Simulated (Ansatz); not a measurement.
CH₄FSi (`C[SiH]F`) radical. The species carries charge 0 and has multiplicity 2.

```
atom    x (Å)    y (Å)    z (Å)
  C1  -0.4410   0.6824   0.0862
 Si2   0.7439  -0.6273  -0.5086
  F3  -0.0694  -1.9991  -0.7230
  H4  -1.2051   0.8992  -0.6625
  H5   0.1031   1.6055   0.3010
  H6  -0.9373   0.3506   1.0035
  H7   1.8059  -0.9113   0.5034
```

**Question.** What are the harmonic wavenumbers in cm⁻¹ at PBE0-D4/def2-TZVP (Ansatz, finite differences of forces, unscaled)? (Best estimate.)

**Answer.** Computed: 147, 239, 554, 674, 752, 791, 868, 895, 1263, 1435, 1443, 2167, 3044, 3128, 3146.

**Question.** Is this a minimum?

**Answer.** Yes, all 15 modes are real.

**Question.** Give the ideal-gas thermochemistry at 298.15 K and 1 bar (rigid rotor, harmonic oscillator; point group C1, symmetry number 1).

**Answer.** Zero-point energy 122.9 kJ/mol; H(298) − E = 137.5 kJ/mol; entropy 290.4 J/(mol·K), of which translation 160.6, rotation 98.0, vibration 26.0, electronic 5.8; G(298) − E = 50.9 kJ/mol.

**Question.** And at 400, 500, 600, 800 and 1000 K?

**Answer.** 
```json
{"T (K)": "400", "H − E (kJ/mol)": "145.2", "S (J/mol/K)": "312.5", "G − E (kJ/mol)": "20.2"}
{"T (K)": "500", "H − E (kJ/mol)": "153.9", "S (J/mol/K)": "331.9", "G − E (kJ/mol)": "-12.1"}
{"T (K)": "600", "H − E (kJ/mol)": "163.5", "S (J/mol/K)": "349.5", "G − E (kJ/mol)": "-46.1"}
{"T (K)": "800", "H − E (kJ/mol)": "185.0", "S (J/mol/K)": "380.3", "G − E (kJ/mol)": "-119.2"}
{"T (K)": "1000", "H − E (kJ/mol)": "208.7", "S (J/mol/K)": "406.6", "G − E (kJ/mol)": "-197.9"}
```

**Question.** Rotational constants (cm⁻¹)?

**Answer.** 0.7533, 0.2285, 0.1866.
